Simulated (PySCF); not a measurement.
Löwdin shares of the frontier orbitals

1,2-propanediol, C3H8O2.
Geometry (PBE0-D3(BJ)/def2-SVP, Å), atoms numbered from 1 in this order:
```
atom  x, y, z in Å
C1    -1.1995    0.6740   -0.0159
C2    -0.2611   -0.5185   -0.0113
O3     0.1386   -0.8556    1.3053
C4     1.0434   -0.2355   -0.7433
O5     1.7617    0.7808   -0.1084
H6    -2.0883    0.4839    0.6081
H7    -1.5521    0.8953   -1.0346
H8    -0.6755    1.5606    0.3696
H9    -0.7554   -1.3837   -0.4990
H10   -0.6357   -0.8422    1.8759
H11    1.6242   -1.1783   -0.7970
H12    0.8347    0.0838   -1.7766
H13    1.7651    0.5355    0.8271
```

Computed, not measured: PySCF, TDDFT CAM-B3LYP/def2-SVPD, vertical, gas phase, core orbitals frozen in the response.

Frontier orbitals with the atoms that hold most of them (Löwdin shares over 4%, at most four atoms; ? is withheld):

```csv
orbital,ε (eV),atoms
LUMO+2,2.12,"O3 18%, C1 17%, H8 13%, H7 11%"
LUMO+1,1.87,"O3 17%, H9 16%, H12 13%, H11 9%"
LUMO,0.95,?
HOMO,?,"O5 59%, C4 15%, H11 9%, C2 8%"
HOMO-1,-9.84,?
HOMO-2,-10.80,"O5 36%, C4 19%, O3 11%, C2 11%"
HOMO-3,-11.59,"O3 40%, O5 15%, C1 14%, C2 10%"
```

Problem. Give the leading atoms of the LUMO.

Solution. O3 (bonded to C and H) 25%; H10 (bonded to O) 15%; C1 (bonded to C and 3 H) 14%; C2 (bonded to 2 C, O and H) 9%. By element: oxygen 25% or more, carbon 23% or more, hydrogen 15% or more.

Problem. Give the leading atoms of the HOMO-1.

Solution. O3 (bonded to C and H) 55%; C2 (bonded to 2 C, O and H) 16%; H9 (bonded to C) 10%; C1 (bonded to C and 3 H) 9%. By element: oxygen 55% or more, carbon 25% or more, hydrogen 10% or more.

Problem. What is the HOMO energy, and the HOMO–LUMO gap?

Solution. ε(HOMO) = -9.28 eV; the gap is 10.24 eV (0.3762 hartree).

Problem. The HOMO–LUMO gap is 10.24 eV. Where does the response calculation put the lowest singlet, and from which orbitals?

Solution. S1 is at 7.24 eV (f = 0.0080), 3.00 eV below the gap, made of HOMO-1→LUMO (80%). Its leading pair isn't HOMO and LUMO; the energies of that pair differ by 10.79 eV. 

Problem. Give energy, strength and leading configuration of S1, S3 and S5, and follow the Löwdin shares of the leading atoms from the occupied to the empty orbital.

Solution. 
- S1 (7.24 eV, f 0.0080), HOMO-1→LUMO (80%): O3 55% → 25%, C2 16% → 9%, H10 at most 9% → 15%
- S3 (8.11 eV, f 0.032), HOMO→LUMO+1 (73%): O5 59% → at most 10%, C4 15% → at most 10%, O3 at most 8% → 17%, H9 at most 8% → 16%
- S5 (8.61 eV, f 0.074), HOMO-1→LUMO+1 (79%): O3 55% → 17%, C2 16% → at most 10%, H9 10% → 16%

Löwdin shares depend on the basis, the more so with diffuse functions.

One conformer stands for the species.
